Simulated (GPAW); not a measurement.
**A workflow on CHF (SMILES [CH]F)**

We compute a geometry optimisation (PBE/plane waves), then vibrational wavenumbers (PBE/plane waves) of CHF. The job is set up through an ASE script.

The results are computed with GPAW 26.7.0.

2 further runs of the same task are left out: 2 set aside as unsound or not needed.

**1. Starting point**

CHF has 3 atoms, charge 0, and is taken as a singlet. As SMILES, `[CH]F`. The coordinates come from a GFN2-xTB relaxation. The run starts from this shape.

Bond lengths: C1–F2 1.316 Å, C1–H3 1.069 Å. Angles: F2–C1–H3 121.3°.

**2. A geometry optimisation at PBE/plane waves (scalar-relativistic datasets, plane-wave cutoff 400 eV) (run 1)**

Input file molecule.xyz:

```xyz
3

C     -0.128130    -0.359190    -0.106370
F      0.969610    -0.011280     0.530170
H     -0.841470     0.370470    -0.423800
```

Input file molecule.py:

```python
from ase.io import read, write
from ase.optimize import GPMin
from gpaw import GPAW, PW

# Structure
mol = read('molecule.xyz')
mol.center(vacuum=5.0)

# GPAW settings
dft = GPAW(mode=PW(400), maxiter=150, xc='PBE', txt='molecule.txt')
mol.calc = dft

opt = GPMin(mol, trajectory='molecule.traj')
converged = opt.run(fmax=0.01, steps=100)
print('Converged:', converged)
print(f'Final energy: {mol.get_potential_energy():.5f} eV')
print(f'r(F1-C0): {mol.get_distance(1, 0):.4f} Ang')
print(f'r(H2-C0) = {mol.get_distance(2, 0):.4f} Ang')
write('relaxed.xyz', mol)
```

The run is started by

```sh
$ python molecule.py > molecule.log
```

What it wrote:

```text
Step     Time          Energy          fmax
GPMin:    0 hh:mm:ss      -11.084212        4.585418
GPMin:    1 hh:mm:ss      -11.523125        1.236582
GPMin:    2 hh:mm:ss      -11.560186        0.394506
GPMin:    3 hh:mm:ss      -11.566235        0.117166
GPMin:    4 hh:mm:ss      -11.567212        0.043540
GPMin:    5 hh:mm:ss      -11.567365        0.021288
GPMin:    6 hh:mm:ss      -11.567572        0.026817
GPMin:    7 hh:mm:ss      -11.567775        0.038235
GPMin:    8 hh:mm:ss      -11.568074        0.077887
GPMin:    9 hh:mm:ss      -11.568254        0.011390
GPMin:   10 hh:mm:ss      -11.568263        0.007823
Converged: True
Final energy: -11.56826 eV
r(F1-C0): 1.3242 Ang
r(H2-C0) = 1.1422 Ang
```

molecule.txt:

```text
__  _  _
 | _ |_)|_||  |
 |__||  | ||/\| - 26.7.0

units:  Angstrom and eV
cores:  1
OpenMP: False

Versions:
  Python: 3.12.14
  ASE:    3.29.0
  Numpy:  2.5.5
  Scipy:  1.18.1
  Libxc:  7.0.0

Input parameters:
  mode=PW(ecut=400.0),
  maxiter=150,
  xc=XC(name='PBE')

Diagonalizing LCAO Hamiltonian
Converting LCAO to pw mode
        .----------------------------.
       /|                            |
      / |                            |
     /  |                            |
    /   |                            |
   /    |                            |
  /     |                            |
 *      |                            |
 |      |                            |
 |      |            F               |
 |      |        HC                  |
 |      |                            |
 |      |                            |
 |      .----------------------------.
 |     /                            /
 |    /                            /
 |   /                            /
 |  /                            /
 | /                            /
 |/                            /
 *----------------------------*

Atoms  # Å, Bohr magnetons
|   | symbol |        x |        y |        z |    initial magnetic moments |
|---|--------|----------|----------|----------|-----------------------------|
| 0 |      C | 5.713340 | 5.000000 | 5.317430 | ( 0.0000,  0.0000,  0.0000) |
| 1 |      F | 6.811080 | 5.347910 | 5.953970 | ( 0.0000,  0.0000,  0.0000) |
| 2 |      H | 5.000000 | 5.729660 | 5.000000 | ( 0.0000,  0.0000,  0.0000) |

Unit cell  # Å
| periodic |         x |         y |         z |   lengths |    angles |
|----------|-----------|-----------|-----------|-----------|-----------|
|       no | 11.811080 |  0.000000 |  0.000000 | 11.811080 | 90.000000 |
|       no |  0.000000 | 10.729660 |  0.000000 | 10.729660 | 90.000000 |
|       no |  0.000000 |  0.000000 | 10.953970 | 10.953970 | 90.000000 |

[... 14 lines left out ...]
|   |                                coordinates |     weight |
[... 104 lines left out ...]
Reference energy: -3754.199063  # eV
[... 3 lines left out ...]
  Converge bands: occupied
[... 12 lines left out ...]
  Fourier metric: weight=20.0, sigma=0.015
[... 12 lines left out ...]
convergence criteria:
- Maximum [total energy] change in last 3 cyles: 0.0005 eV / valence electron
[... 13 lines left out ...]
Converged in 10 steps
[... 12 lines left out ...]
  Free energy:     -11.084212
[... 2 lines left out ...]
dipole moment: (-0.074560, 0.358319, -0.004722)  # |e|*Ang
[... 63 lines left out ...]
convergence criteria:
- Maximum [total energy] change in last 3 cyles: 0.0005 eV / valence electron
[... 13 lines left out ...]
Converged in 10 steps
[... 12 lines left out ...]
  Free energy:     -11.568254
[... 2 lines left out ...]
dipole moment: (-0.064196, 0.290455, -0.059731)  # |e|*Ang
[... 61 lines left out ...]
Initialization done in: 1.419 s

convergence criteria:
- Maximum [total energy] change in last 3 cyles: 0.0005 eV / valence electron
- Maximum integral of absolute [dens]ity change: 0.0001 electrons / valence electron
- Maximum integral of absolute [eigenst]ate change: 4e-08 eV^2 / valence electron
maximum number of iterations: 150

SCF iterations
|iter     |     time |      energy | eigst |  dens |
|---------|----------|-------------|-------|-------|
|iter:   1| 00:08:01 |  -11.568281c| -3.89 |       |
|iter:   2| 00:08:02 |  -11.568279c| -5.73 | -3.03 |
|iter:   3| 00:08:04 |  -11.568264c| -6.00 | -3.08 |
|iter:   4| 00:08:06 |  -11.568263c| -7.00 | -3.67 |
|iter:   5| 00:08:08 |  -11.568263c| -7.37 | -3.95 |
|iter:   6| 00:08:09 |  -11.568263c| -8.01c| -4.51c|

Converged in 6 steps
SCF loop duration: 8.741 s (1.457 s/step)
Energy contributions relative to reference atoms: (reference = -3754.199063)

Energy contributions:
  Kinetic:           5.897536
  Coulomb:          -6.505166
  Zero:              0.210137
  External:          0.000000
  Xc:              -11.170770
  Entropy:           0.000000
  Spinorbit:         0.000000
  ----------------------------
  Free energy:     -11.568263
  Extrapolated:    -11.568263

dipole moment: (-0.064576, 0.290511, -0.058755)  # |e|*Ang

Fermi level: -4.937
Eigenvalues  # (at kpt = [0.000, 0.000, 0.000])
| band index |      eig [eV] | occ [0-2] |
|------------|---------------|-----------|
|          0 |       -32.403 |     2.000 |
|          1 |       -16.994 |     2.000 |
|          2 |       -13.061 |     2.000 |
[... 5 lines of this table left out ...]
|          8 |         0.397 |     0.000 |

Gap: 1.630 eV
Transition (v -> c):
  (s=0, k=0, n=5, [0.00, 0.00, 0.00]) -> (s=0, k=0, n=6, [0.00, 0.00, 0.00])
No difference between direct/indirect transitions
vacuum-level: 0.146  # V

Forces  # eV/Ang
|       x |        y |        z |
|---------|----------|----------|
| 0.00022 | -0.00305 |  0.00720 |  # C    0
| 0.00079 | -0.00154 |  0.00434 |  # F    1
| 0.00111 | -0.00183 | -0.00091 |  # H    2

Force computation time: 0.519  # s

timing:  # [seconds]
  Total:  489.827  # ━━━━━━━━━━━━━━━━━━━━━━━━━━━━━━━━━━━━━━━━━━━━━━━━━━━━━━━━
  Init:     5.542  # ╸
  SCF:    421.628  # ━━━━━━━━━━━━━━━━━━━━━━━━━━━━━━━━━━━━━━━━━━━━━━━━
  Forces:  20.749  # ━━╸
  Move:    36.238  # ━━━━
```

Wall time 8.2 min (1 thread of AMD EPYC (Zen 3), shared host); peak memory 0.41 GiB.

The path in brief:

```tsv
step	energy from the first frame kept (eV)	largest force (eV/Å)
0	0.0000	4.5854
1	-0.4389	1.2366
2	-0.4760	0.3945
3	-0.4820	0.1172
4	-0.4830	0.0435
5	-0.4832	0.0213
6	-0.4834	0.0268
7	-0.4836	0.0382
8	-0.4839	0.0779
9	-0.4840	0.0114
10	-0.4841	0.0078
```

After the run. Bond lengths: C1–F2 1.324 Å, C1–H3 1.142 Å. Angles: F2–C1–H3 101.7°.

**3. The harmonic vibrations at PBE/plane waves (scalar-relativistic datasets, plane-wave cutoff 400 eV, shape nonlinear) (run 2)**

Input file relaxed.xyz:

```xyz
3
Lattice="11.81108 0.0 0.0 0.0 10.729659999999999 0.0 0.0 0.0 10.95397" Properties=species:S:1:pos:R:3:magmoms:R:1:forces:R:3 free_energy=-11.56826321190691 energy=-11.56826321190691 dipole="-0.06457615363222687 0.2905114556022966 -0.05875468467759323" magmom=0.0 pbc="F F F"
C        5.68230228       4.93405508       5.40981399       0.00000000       0.00021775      -0.00304668       0.00720241
F        6.74207137       5.58354954       5.86658045       0.00000000       0.00078930      -0.00154189       0.00433674
H        5.03854085       5.79090215       5.01484399       0.00000000       0.00110515      -0.00182989      -0.00091411
```

Input file CHF_vib.py:

```python
from ase.io import read
from ase.thermochemistry import IdealGasThermo
from ase.vibrations import Vibrations
from gpaw import GPAW, PW

system = read("relaxed.xyz")

calculator = GPAW(mode=PW(400),
                  convergence={"density": 1e-05},
                  symmetry="off",
                  xc="PBE",
                  maxiter=150,
                  txt="CHF.txt")
system.calc = calculator

energy = system.get_potential_energy()
vib = Vibrations(system, delta=0.015)
vib.run()
vib.summary()
freqs = vib.get_frequencies()
zpe = vib.get_zero_point_energy()

thermo = IdealGasThermo(vib_energies=vib.get_energies(), potentialenergy=energy, atoms=system, geometry="nonlinear",
                        symmetrynumber=1, spin=0.0, ignore_imag_modes=True)
H = thermo.get_enthalpy(200.0, verbose=False)
S = thermo.get_entropy(200.0, 1000.0, verbose=False)
G = thermo.get_gibbs_energy(temperature=200.0, pressure=1000.0)
```

The run is started by

```sh
$ python3 -u CHF_vib.py | tee CHF_vib.out
```

What it wrote:

```text
---------------------
  #    meV     cm^-1
---------------------
  0    0.7       5.6
  1    7.0      56.6
  2    8.4      67.4
  3   10.8      86.9
  4   17.1     138.3
  5   26.3     211.8
  6  150.3    1212.4
  7  172.6    1391.8
  8  331.8    2676.1
---------------------
Zero-point energy: 0.362 eV
Enthalpy components at T = 200.00 K:
===============================
Enthalpy components at T = 200.00 K:
===============================
E_pot                -11.568 eV
E_ZPE                  0.327 eV
Cv_trans (0->T)        0.026 eV
Cv_rot (0->T)          0.026 eV
Cv_vib (0->T)          0.000 eV
-------------------------------
U                    -11.189 eV
===============================
(C_v -> C_p)           0.017 eV
-------------------------------
H                    -11.172 eV
===============================

Entropy components at T = 200.00 K and P = 1000.0 Pa:
=================================================
{"":15s}{"S":13s}     {"T*S:13s}
S_trans (1 bar)    0.0014902 eV/K        0.298 eV
S_rot              0.0006873 eV/K        0.137 eV
S_elec             0.0000000 eV/K        0.000 eV
S_vib              0.0000002 eV/K        0.000 eV
S (1 bar -> P)     0.0003968 eV/K        0.079 eV
-------------------------------------------------
S                  0.0025746 eV/K        0.515 eV
=================================================

Free energy components at T = 200.00 K and P = 1000.0 Pa:
=======================
    H        -11.172 eV
 -T*S         -0.515 eV
-----------------------
    G        -11.687 eV
=======================
```

CHF.txt:

```text
__  _  _
 | _ |_)|_||  |
 |__||  | ||/\| - 26.7.0

units:  Angstrom and eV
cores:  1
OpenMP: False

Versions:
  Python: 3.12.14
  ASE:    3.29.0
  Numpy:  2.5.5
  Scipy:  1.18.1
  Libxc:  7.0.0

Input parameters:
  mode=PW(ecut=400.0),
  convergence={'density': 1e-05},
  maxiter=150,
  symmetry=Symmetry(point_group=False, time_reversal=False),
  xc=XC(name='PBE')

Diagonalizing LCAO Hamiltonian
Converting LCAO to pw mode
        .----------------------------.
       /|                            |
      / |                            |
     /  |                            |
    /   |                            |
   /    |                            |
  /     |                            |
 *      |                            |
 |      |                            |
 |      |            F               |
 |      |        HC                  |
 |      |                            |
 |      |                            |
 |      .----------------------------.
 |     /                            /
 |    /                            /
 |   /                            /
 |  /                            /
 | /                            /
 |/                            /
 *----------------------------*

Atoms  # Å, Bohr magnetons
|   | symbol |        x |        y |        z |    initial magnetic moments |
|---|--------|----------|----------|----------|-----------------------------|
| 0 |      C | 5.682302 | 4.934055 | 5.409814 | ( 0.0000,  0.0000,  0.0000) |
| 1 |      F | 6.742071 | 5.583550 | 5.866580 | ( 0.0000,  0.0000,  0.0000) |
| 2 |      H | 5.038541 | 5.790902 | 5.014844 | ( 0.0000,  0.0000,  0.0000) |

[... 21 lines left out ...]
|   |                                coordinates |     weight |
[... 104 lines left out ...]
Reference energy: -3754.199063  # eV
[... 3 lines left out ...]
  Converge bands: occupied
[... 12 lines left out ...]
  Fourier metric: weight=20.0, sigma=0.015
[... 12 lines left out ...]
convergence criteria:
[... 1 line left out ...]
- Maximum [total energy] change in last 3 cyles: 0.0005 eV / valence electron
[... 12 lines left out ...]
Converged in 11 steps
[... 12 lines left out ...]
  Free energy:     -11.568263
[... 2 lines left out ...]
dipole moment: (-0.064662, 0.290467, -0.058821)  # |e|*Ang
[... 56 lines left out ...]
convergence criteria:
[... 1 line left out ...]
- Maximum [total energy] change in last 3 cyles: 0.0005 eV / valence electron
[... 12 lines left out ...]
Converged in 9 steps
[... 12 lines left out ...]
  Free energy:     -11.567877
[... 2 lines left out ...]
dipole moment: (-0.062416, 0.288684, -0.061466)  # |e|*Ang
[... 61 lines left out ...]
Initialization done in: 1.934 s

convergence criteria:
- Maximum integral of absolute [dens]ity change: 1e-05 electrons / valence electron
- Maximum [total energy] change in last 3 cyles: 0.0005 eV / valence electron
- Maximum integral of absolute [eigenst]ate change: 4e-08 eV^2 / valence electron
maximum number of iterations: 150

SCF iterations
|iter     |     time |      energy | eigst |  dens |
|---------|----------|-------------|-------|-------|
|iter:   1| 00:05:56 |  -11.569952c| -2.76 |       |
|iter:   2| 00:05:57 |  -11.569502c| -4.57 | -2.16 |
|iter:   3| 00:05:59 |  -11.568074c| -4.22 | -2.21 |
[... 5 lines of this table left out ...]
|iter:   9| 00:06:10 |  -11.567860c| -8.28c| -5.06c|

Converged in 9 steps
SCF loop duration: 14.395 s (1.599 s/step)
Energy contributions relative to reference atoms: (reference = -3754.199063)

Energy contributions:
  Kinetic:           6.073388
  Coulomb:          -6.630541
  Zero:              0.210209
  External:          0.000000
  Xc:              -11.220916
  Entropy:           0.000000
  Spinorbit:         0.000000
  ----------------------------
  Free energy:     -11.567860
  Extrapolated:    -11.567860

dipole moment: (-0.066833, 0.292157, -0.056054)  # |e|*Ang

Fermi level: -4.937
Eigenvalues  # (at kpt = [0.000, 0.000, 0.000])
| band index |      eig [eV] | occ [0-2] |
|------------|---------------|-----------|
|          0 |       -32.399 |     2.000 |
|          1 |       -17.005 |     2.000 |
|          2 |       -13.071 |     2.000 |
[... 5 lines of this table left out ...]
|          8 |         0.398 |     0.000 |

Gap: 1.633 eV
Transition (v -> c):
  (s=0, k=0, n=5, [0.00, 0.00, 0.00]) -> (s=0, k=0, n=6, [0.00, 0.00, 0.00])
No difference between direct/indirect transitions
vacuum-level: 0.146  # V

Forces  # eV/Ang
|        x |        y |        z |
|----------|----------|----------|
|  0.06088 | -0.07091 |  0.04269 |  # C    0
|  0.03180 | -0.01112 |  0.01964 |  # F    1
| -0.09154 |  0.07667 | -0.05234 |  # H    2

Force computation time: 0.715  # s

timing:  # [seconds]
  Total:  371.446  # ━━━━━━━━━━━━━━━━━━━━━━━━━━━━━━━━━━━━━━━━━━━━━━━━━━━━━━━━
  Init:     5.085  # ━
  SCF:    319.951  # ━━━━━━━━━━━━━━━━━━━━━━━━━━━━━━━━━━━━━━━━━━━━━━━━
  Forces:  15.208  # ━━╸
  Move:    26.800  # ━━━━
```

It took 6.2 min on 1 thread of AMD EPYC (Zen 3), shared host; peak memory 0.42 GiB.

**4. Outcome**

| quantity | value |
| --- | --- |
| run 1, PBE/plane waves: energy as printed (from the program's reference atoms) | -11.5683 eV |
| run 1, PBE/plane waves: dipole moment | 1.46 D |
| run 1, PBE/plane waves: HOMO energy (from the vacuum level) | -5.90 eV |
| run 1, PBE/plane waves: LUMO energy (from the vacuum level) | -4.27 eV |
| run 1, PBE/plane waves: HOMO–LUMO gap | 1.63 eV |
| run 2, PBE/plane waves: lowest harmonic wavenumber | 1212 cm⁻¹ |
| run 2, PBE/plane waves: highest harmonic wavenumber | 2676 cm⁻¹ |
| run 2, PBE/plane waves: zero-point energy | 31.6 kJ/mol |
| run 2, PBE/plane waves: ideal-gas entropy at 200 K and 1000 Pa (symmetry number 1 as used) | 59.4 cal/(mol K) |

**Reading.** The optimisation (run 1, PBE/plane waves) took 10 steps and changed the energy by -0.484 eV. All 3 modes (run 2, PBE/plane waves) are real, so the shape is a minimum at this level.
